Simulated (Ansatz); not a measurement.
Geometry optimisation, RKS PBE0-D4/cc-pVDZ (Ansatz).

The input (input.yaml):

```yaml
crystal:
  periodic: [false, false, false]
  atoms:
    - { symbol: Al, position_ang: [0.076167, -0.561826, -0.417303] }
    - { symbol: H, position_ang: [-0.017848, 0.000165, 2.280303] }
    - { symbol: H, position_ang: [1.388576, 0.320876, -0.536483] }
    - { symbol: H, position_ang: [-1.382561, -0.082453, -0.829042] }
    - { symbol: S, position_ang: [0.348605, -2.655596, 0.347139] }
    - { symbol: H, position_ang: [-0.962649, -2.991784, 0.205851] }
    - { symbol: H, position_ang: [0.04931, -0.672382, 2.019036] }
basis:
  gaussian: { orbitals: cc-pVDZ }
hamiltonian:
  xc: pbe0
  dispersion: d4
relax:
  f_tol: 0.03
  max_steps: 50
output:
  orbitals: {}
```

Command:

```bash
$ ansatz run input.yaml --threads 1 --pin off --max-ram 2048MiB --backend cpu --events-out ev --progress --plain --runs-dir out
```

Question: Where does it end, and by what steps?

Answer: The run converged. After 7 steps the energy has fallen by 0.143 eV; H2 moved furthest, 0.40 Å.

```json
{"step": "0", "energy less start (eV)": "0.0000", "largest force component (eV/Å)": "1.710", "accepted": "yes"}
{"step": "1", "energy less start (eV)": "-0.0994", "largest force component (eV/Å)": "0.335", "accepted": "yes"}
{"step": "2", "energy less start (eV)": "-0.1066", "largest force component (eV/Å)": "0.489", "accepted": "yes"}
{"step": "3", "energy less start (eV)": "-0.1235", "largest force component (eV/Å)": "0.354", "accepted": "yes"}
{"step": "4", "energy less start (eV)": "-0.1335", "largest force component (eV/Å)": "0.068", "accepted": "yes"}
{"step": "5", "energy less start (eV)": "-0.1423", "largest force component (eV/Å)": "0.138", "accepted": "yes"}
{"step": "6", "energy less start (eV)": "-0.1430", "largest force component (eV/Å)": "0.051", "accepted": "yes"}
{"step": "7", "energy less start (eV)": "-0.1432", "largest force component (eV/Å)": "0.006", "accepted": "yes"}
```

```xyz
7
Properties=species:S:1:pos:R:3
Al 0.094 -0.645 -0.253
H -0.075 0.269 1.994
H 1.420 0.217 -0.388
H -1.377 -0.090 -0.481
S 0.373 -2.819 0.056
H -0.955 -3.093 0.026
H 0.018 -0.483 2.116
```

Time of the run: 17 s on 1 thread of Arm Neoverse V1, with other jobs on the host, peak memory 0.12 GiB.
